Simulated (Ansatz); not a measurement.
The input, for Ansatz 0.2.0:

```yaml
crystal:
  periodic: [false, false, false]
  atoms:
    - {symbol: Br, position_ang: [0.000000, 0.000000, -1.253667]}
    - {symbol: H, position_ang: [0.000000, 0.000000, 0.067333]}
    - {symbol: H, position_ang: [0.000000, 0.000000, 1.186333]}
basis:
  gaussian: {orbitals: cc-pVDZ}
magnetization: {spin_polarized: false, initial_magnetization: 1}
correlation: {method: ccsdtq, electrons: outside_noble_gas}
```

```sh
$ ansatz run in.yaml --threads 2 --pin off --events-out ev --progress --plain --max-ram 16896MiB --backend cuda --devices 0, --max-vram 18GiB
```

Output:

```
658 factors; integrals over basis functions are off by at most 2.1e-7 eV
mean field evaluation 1: about -70026.0387 eV, gradient 9.6e0 eV
mean field evaluation 2: about -70026.0465 eV, gradient 9.6e0 eV
mean field evaluation 4: about -70026.7516 eV, gradient 1.6e0 eV
mean field evaluation 8: about -70026.7858 eV, gradient 6.8e-2 eV
mean field evaluation 16: about -70026.7769 eV, gradient 3.3e-1 eV
mean field evaluation 32: about -70023.0522 eV, gradient 6.1e-1 eV
mean field -70026.78578083 eV, -2573.4369115852 hartree, gradient 1.8e-6 eV, S^2 0.750000; 0 other end points of the search recorded, 0 dependent functions left out
14 core orbitals not correlated: weight in the atoms' cores, before any rotation towards them, 1.000 or more for the frozen orbitals, at most 0.000 for the correlated occupied ones
reference -70026.78578083 eV, -2573.4369115852 hartree; 5, 4 occupied and 18, 19 virtual orbitals, 658 factors
second order -3.60086084 eV of doubles, -0.04136346 eV of singles
cycle   1  -3.98180699 eV  change   -3.4e-1 eV  update   4.4e-2
cycle   2  -4.16411824 eV  change   -1.8e-1 eV  update   2.0e-2
cycle   3  -4.17621137 eV  change   -1.2e-2 eV  update   9.7e-3
cycle   4  -4.17500576 eV  change    1.2e-3 eV  update   5.0e-3
cycle   5  -4.17787469 eV  change   -2.9e-3 eV  update   1.7e-3
cycle   6  -4.17740364 eV  change    4.7e-4 eV  update   6.2e-4
cycle   7  -4.17733324 eV  change    7.0e-5 eV  update   2.1e-4
cycle   8  -4.17744756 eV  change   -1.1e-4 eV  update   1.0e-4
cycle   9  -4.17748500 eV  change   -3.7e-5 eV  update   3.1e-5
cycle  10  -4.17746609 eV  change    1.9e-5 eV  update   1.1e-5
cycle  11  -4.17747202 eV  change   -5.9e-6 eV  update   4.4e-6
cycle  12  -4.17747278 eV  change   -7.6e-7 eV  update   1.3e-6
cycle  13  -4.17747296 eV  change   -1.8e-7 eV  update   5.2e-7
Total energy: -70030.96325379 eV, -2573.5904308849 hartree
```

For the same geometry and basis full CI lies 0.2 meV lower.

Ran on 2 threads of AMD EPYC 7R13 with a shared H100 80 GB, shared host: 13 s wall, 0.86 GiB peak host memory.
